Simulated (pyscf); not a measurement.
PySCF, gas phase, ωB97X-D3(BJ)/def2-SVP geometries.

Question: Estimate the classical barrier height and the reaction energy of H₃C–O–SiH₃ + HO–SiH₃ → CH₄ + HO–SiH₂–O–SiH₃ at M06-2X/def2-TZVP. The step runs on the singlet surface, breaks C–O, H–Si and forms C–H, O–Si; take the separated reactants as zero.

Answer: ΔE‡ = 64.4 kcal/mol, ΔE = -56.2 kcal/mol. ωB97M-D3(BJ)/def2-TZVP gives 61.7 kcal/mol and -55.4 kcal/mol. Zero-point energy shifts the barrier by +0.2 kcal/mol. It is a four-centre exchange, with an imaginary mode of 1113i cm⁻¹. On the reactant side the descent ends in a complex (not fully relaxed), 4.4 kcal/mol under the separated species and 67.2 kcal/mol under the saddle at ωB97X-D3(BJ)/def2-TZVP. From the product side, HO–SiH₂–O–SiH₂• + H• + CH₄ lies, by one bond made or cut, 18.9 kcal/mol under this saddle at ωB97M-D3(BJ). H₃C–O–SiH₃ lies 23.7 kcal/mol over its isomer H₃C–SiH₂–OH, and others may lie lower still (electronic energy, ωB97M-D3(BJ)). One saddle was located; it need not be the lowest between these sides.
